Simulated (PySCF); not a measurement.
Na(Cl) cation (ClNa), SMILES [Na][Cl] (connectivity only; charge and spin as stated), charge +1, multiplicity 2.

Geometry: PBE0-D3(BJ)/def2-TZVPD. The spin state was assumed, not searched.

Method: PySCF with PBE0/def2-TZVPD.

Gas-phase values at a fixed geometry.

Estimate the frontier levels, dipole moment. (The exact figures need the calculation; the answer reports its results.)


- α spin, highest occupied and lowest empty level = -15.14 and -6.07 eV
- β spin, highest occupied and lowest empty level = -14.70 and -11.35 eV
- dipole moment about the centre of nuclear charge = 6.80 D
- ⟨S²⟩ = 0.754 (pure state 0.75)
